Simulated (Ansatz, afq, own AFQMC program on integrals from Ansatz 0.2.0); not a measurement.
**Atomization energy of Al₂, singlet**

```yaml
atoms:
  - { symbol: Al, position_ang: [0.0000, 0.0000, 0.0000] }
  - { symbol: Al, position_ang: [0.0000, 0.0000, 3.0310] }
```

Atoms in their ground-state spins without spin–orbit coupling (mostly on UHF) minus the molecule (RHF), without zero-point energy. The geometry is a stationary point, not shown to be a minimum.

Basis cc-pVTZ. Noble-gas cores (and the filled d shells of Ga–Kr and In–Xe) are frozen. AFQMC by an in-house program on the Cholesky factors that Ansatz 0.2.0 writes for its CCSD(T) run. The CISD trial takes its coefficients from CCSD amplitudes. Released means that phaseless walkers are propagated on without the constraint, phases kept. Free projection: walkers drawn from exp(T), propagated without any constraint. Its projection time is finite, and what remains of the start isn't in its error. Error bars are statistical, one sigma. The errors of all members are added in quadrature.

No full CI on the walks' own integrals is used here; CCSDT(Q) serves as the reference and is uncertain by about the last step of the cluster series. Each member takes its own surest rung, up to full CI.

The best estimate is CCSD(T) at the basis-set limit (CBS: def2-TZVPP and def2-QZVPP, with their diffuse functions for anions and beside diffuse sets, CCSD(T) itself extrapolated) plus the step from CCSD(T) to CCSDT(Q) in cc-pVTZ. Rows without CBS are in cc-pVTZ; B2PLYP and the wave-function rows carry a basis error of their own. Core correlation and relativity beyond core potentials are missing, and ± holds the sampling alone.

Cautions: Al₂ (singlet): higher spins were not checked, restricted determinant unstable towards unrestricted (UHF 634 meV lower, ⟨S²⟩ 1.15), the released energies are still falling, so no released level is given (meV from the phaseless value at times in 1/Eh: 9 ± 14 at 0.24, 9 ± 12 at 0.51, -6 ± 16 at 0.99, -30 ± 20 at 1.62, -56 ± 16 at 2.40), though the last usable value meets CCSDT(Q) within the noise, CCSDT(Q) on the UHF determinant differs (119 meV lower), perhaps since the unrestricted series falls towards higher spin, its ph-AFQMC/CISD value lies 45 ± 13 meV above CCSDT(Q).

```json
{"level": "MP2", "atomization energy (kJ/mol)": "87.1"}
{"level": "CCSD", "atomization energy (kJ/mol)": "94.3"}
{"level": "HF", "atomization energy (kJ/mol)": "14.6"}
```

From these cheaper values, estimate the atomization energy at the level of the best estimate.

113.6 kJ/mol (best estimate, highest rung CCSDT(Q)).

```csv
level,atomization energy (kJ/mol),error against the best estimate (kJ/mol)
CCSD(T),102.0,-11.6
ph-AFQMC/CISD,101.4 ± 1.2,-12.2 ± 1.2
free AFQMC,105.4 ± 1.4,-8.3 ± 1.4
HF/CBS,15.5,-98.1
MP2/CBS,98.2,-15.4
CCSD(T)/CBS,111.0,-2.6
surest rungs in cc-pVTZ,104.6,-9.0
```

Correlation beyond CCSD(T) adds 2.6 kJ/mol. Going to the basis-set limit adds 9.0 kJ/mol at CCSD(T). The perturbative (T) step is worth +7.7 kJ/mol.

Best estimates are given only where the step beyond CCSD(T) is under 0.3 eV and no member's determinant is very poor (T1 over 0.05, or 0.07 for open shells, ⟨S²⟩ too high by 0.3, two states mixed), so the hardest cases are missing from such tables.

Free projections are given only where their last times agree within the noise and don't stop above the reference; a slow remainder of the start can still hide under it. Each member of a difference takes its own highest rung, so a best estimate needn't equal the limit plus the step of one row. A walk keeps the symmetry of its determinant, which the program's search chose and which needn't be the lowest solution, so a lower state of the same spin and another symmetry isn't excluded.
